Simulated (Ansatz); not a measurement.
Energy needed to pull apart BSiNH4 (SMILES B[SiH]=N), closed shell, into free ground-state atoms, from the structure below (displaced at random from a GFN2-xTB minimum); no zero-point or spin–orbit terms; open-shell atoms are treated unrestricted, in their ground-state multiplicity.

```csv
atom,x (Å),y (Å),z (Å)
B1,-1.1303,0.4105,-0.7410
Si2,0.4296,0.1942,0.4404
N3,1.1317,-1.2573,0.4199
H4,-1.4810,-0.5277,-1.4292
H5,-1.7495,1.3843,-0.7869
H6,0.8081,1.3667,1.2512
H7,1.9898,-1.5042,0.9202
```

Computed with Ansatz 0.2.0 (basis: def2-TZVPP); correlated methods freeze the cores.

```
      method  atomization energy (eV)
      PBE-D4                    22.86
   r2SCAN-D4                        ?
     PBE0-D4                    22.31
  r2SCAN0-D4                    21.99
CAM-B3LYP-D4                    22.60
     wB97M-V                        ?
          HF                    15.55
         MP2                    21.92
        CCSD                    21.27
     CCSD(T)                    21.68
```

Problem. What does r2SCAN-D4 give? (Judge from chemistry; the value comes from the calculation.)

Solution. Computed: 22.47 eV, which is about 0.79 eV more than CCSD(T)/def2-TZVPP.

Problem. What does wB97M-V give? (To be estimated.)

Solution. The calculation gives: 22.52 eV, which is about 0.83 eV more than CCSD(T)/def2-TZVPP.

In triple zeta the MP2 and coupled-cluster atomization energies are still short of their basis limit by a few kcal/mol a bond, whereas those of the functionals are nearly converged, so these differences are not deviations from converged CCSD(T).

The T1 diagnostic stays at or below 0.021. The restricted Hartree–Fock reference is unstable towards an unrestricted one here.

For scale, one of the runs: CCSD(T)/def2-TZVPP forces, 160 basis functions (an equivalent command: `ansatz run in.yaml --threads 4`). The run took 46 s on 4 CPU threads (shared host), with 2.2 GiB of host memory at its peak.
